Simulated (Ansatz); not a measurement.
# Worked example: O2⁺, sextet against O₂⁺, quartet

Geometry (PBE0/def2-TZVP stationary point of a quartet), kept for both states (O2⁺, quartet: Πu; O2⁺, sextet: Σu⁺u):

```xyz
2

O     0.0000    0.0000    0.0000
O     0.0000    0.0000    1.3456
```

Basis 6-31G; Ansatz 0.2.0. Correlated methods freeze the noble-gas cores. Prefix R: restricted or restricted open-shell reference; prefix U: unrestricted.

Full CI is exact within this basis and frozen core; it isn't the basis-set limit. The frozen core follows each run's orbitals, which can shift R against U totals by a few meV.

Coupled cluster chose its determinant by a search with trial CCSD, here up to 0.07 eV above the lowest Hartree–Fock solution of its kind, and MP2 stands on that determinant too.

```
    level  E(O2⁺, quartet) (hartree)  E(O2⁺, sextet) (hartree)
     UMP2                -149.211505               -148.951547
UCCSD(T)*                -149.228065               -148.968451
      PBE                -149.540226               -149.237499
   r2SCAN                -149.617241               -149.337927
  full CI                -149.230397               -148.968543
```

Problem. Give the vertical gap, O2⁺ sextet less O2⁺ quartet, at each level in eV (1 hartree = 27.2114 eV), and each error against full CI.

Solution. full CI: (-148.968543 − (-149.230397)) × 27.2114 = 7.125 eV (the reference)
r2SCAN: (-149.337927 − (-149.617241)) × 27.2114 = 7.601 eV, error 0.476 eV
PBE: (-149.237499 − (-149.540226)) × 27.2114 = 8.238 eV, error 1.113 eV
UCCSD(T): (-148.968451 − (-149.228065)) × 27.2114 = 7.064 eV, error -0.061 eV
UMP2: (-148.951547 − (-149.211505)) × 27.2114 = 7.074 eV, error -0.051 eV

Total energies of functionals can't be set beside those of wave-function methods, since they hold the core's correlation and their own absolute errors; only the differences compare.

The set has no polarisation functions, so the order and spacing of states can differ from the basis-set limit.

In so small a basis the reference is far from its limit while semilocal and hybrid functionals are nearer theirs, so the functionals' errors here hold much of the reference's basis and frozen-core error, which can add to them or hide them.

Each level lands on the state that its own search finds; the functionals scatter so widely here that some may stand on another one. T1 diagnostics of restricted CCSD: 0.018 and 0.013.

An asterisk marks runs whose energy the program itself flagged as in doubt.
